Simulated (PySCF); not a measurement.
Calculated NMR data

PySCF 2.14 calculation with B3LYP/pcJ-1 coupling constants (spin–dipole term left out of most H,H and C,H couplings), PBE0-D3(BJ)/def2-SVP structure and PBE0/pcSseg-1 with gauge-including orbitals; no solvent model, non-relativistic Hamiltonian, single conformer, rapidly exchanging positions averaged.

Chemical shifts δ = σref − σ; TMS for $^{1}$H, $^{13}$C, all at this level. Multiplet labels drop J under 1 Hz and among equivalent protons, and merge close values. Unscaled 3J(H,H) run several per cent high. Shifts are as computed. Against solution values, carbons near 30 ppm lie about +2 ppm off and those near 130 ppm about +5 ppm. Of 1211 compounds with measured shifts, 218 miss one by over three times the rms of a fit or turn the order of signals round; such compounds aren't used in these exercises. OH and NH positions are gas-phase values without hydrogen bonding to other molecules.

Compound 1 (C4H5N). $^{1}$H NMR (600 MHz, computed): δ 7.38 (quint, J = 2.5 Hz, 1H), 3.60 (dd, J = 2.5, 1.4 Hz, 3H), 2.99 (dq, J = 2.6, 1.4 Hz, 1H). $^{13}$C{$^{1}$H} NMR (computed): δ 148.7 (CH), 87.0 (CH), 84.2 (C), 52.5 (CH3). Structure: `C#C/C=N/C`.

Compound 2 (C4H5N). $^{1}$H NMR (600 MHz, computed): δ 7.36 (br s, 1H), 6.66 (m, 2H), 6.38 (m, 2H). $^{13}$C{$^{1}$H} NMR (computed): δ 119.6, 113.9. Structure: `c1cc[nH]c1`.
